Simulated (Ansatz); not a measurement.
# CH₂N (quartet): from Hartree-Fock to the top rungs, cc-pVDZ

Aim: climb from Hartree-Fock through coupled cluster and multireference methods for CH₂N (quartet) at one geometry and basis, and see what each rung misses.

The runs use Ansatz 0.2.0, Gaussian basis; cc-pVDZ, core rule «outside noble gas», up to 2 orbitals frozen.

The runs, in order: UHF; CCSD(T) on ROHF; CCSD(T) on UHF; BCCD(T) on ROHF; CISD; CCSDT(Q) on ROHF; CCSDT(Q) on UHF; CASSCF and MRCISD+Q, 11 electrons in 10 orbitals; CASSCF and NEVPT2, 11 electrons in 10 orbitals.

16 further runs of the same task are left out: 3 that didn't finish, 13 set aside as unsound or not needed.

**1. The geometry**

The geometry is a PBE0/def2-TZVP stationary point (not a proven minimum) of the parent state, kept for this charge and spin.

4 atoms, charge 0, spin multiplicity 4.

Atoms are counted from 1 here; the program's logs count them from 0.

Bond lengths: N1–C2 1.286 Å, N1–H3 1.022 Å, N1–H4 1.022 Å. Angles: C2–N1–H3 123.0°, C2–N1–H4 123.0°, H3–N1–H4 114.0°.

**2. UHF**

Input file in.yaml:

```yaml
crystal:
  periodic: [false, false, false]
  atoms:
    - {symbol: N, position_ang: [0.000000, 0.000000, 0.510827]}
    - {symbol: C, position_ang: [0.000000, 0.000000, -0.774802]}
    - {symbol: H, position_ang: [0.000000, 0.856858, 1.066986]}
    - {symbol: H, position_ang: [0.000000, -0.856858, 1.066986]}
basis:
  gaussian: {orbitals: cc-pVDZ}
magnetization: {spin_polarized: true, initial_magnetization: 3}
hamiltonian: {xc: hf}
output: {orbitals: {seedname: orbitals}}
```

Command:

```bash
$ ansatz run in.yaml --threads 1 --pin off --events-out ev --progress --plain --max-ram 2393MiB
```

Further steps of the session: CCSD(T) on ROHF; CCSD(T) on UHF; BCCD(T) on ROHF; CISD; CCSDT(Q) on ROHF; CCSDT(Q) on UHF; CASSCF and MRCISD+Q, 11 electrons in 10 orbitals; CASSCF and NEVPT2, 11 electrons in 10 orbitals.

Q: Predict the results of all the runs planned. Wanted: UCCSDT(Q) below the RHF energy; RMP2 from UCCSDT(Q); UMP2 from UCCSDT(Q); RCCSD from UCCSDT(Q); RCCSD(T) from UCCSDT(Q); UCCSD(T) from UCCSDT(Q); RCCSDT(Q) from UCCSDT(Q); NEVPT2 valence from UCCSDT(Q); MRCISD+Q valence from UCCSDT(Q).

**Answer**, as computed:

```
                         quantity                                                                     value
   UCCSDT(Q) below the RHF energy                                                                -6.9871 eV
              RMP2 from UCCSDT(Q)                                                                +762.7 meV
              UMP2 from UCCSDT(Q)                                                                +763.7 meV
             RCCSD from UCCSDT(Q)                                                                +177.5 meV
          RCCSD(T) from UCCSDT(Q)                                                                 +26.2 meV
          UCCSD(T) from UCCSDT(Q)                                                                 +25.4 meV
         RCCSDT(Q) from UCCSDT(Q)                                                                  +1.3 meV
    NEVPT2 valence from UCCSDT(Q)                                                                +921.5 meV
  MRCISD+Q valence from UCCSDT(Q)                                                                 +26.8 meV
levels within 1 kcal/mol (43 meV)  RCCSD(T), UCCSD(T), BCCD(T), RCCSDT, UCCSDT, RCCSDT(Q), MRCISD+Q valence
                    T1 diagnostic                                                                     0.020
   effectively unpaired electrons                                                                      3.01
```

What this shows: RCCSD(T) lands +26.2 meV from the yardstick (0.4 % of the correlation energy). One determinant dominates. Of the multireference levels listed MRCISD+Q valence comes nearest in total energy (+26.8 meV), which doesn't show that its space is the better one. These misses are within one basis, not against nature; the frozen cores of restricted and unrestricted runs differ, which can shift their rows.
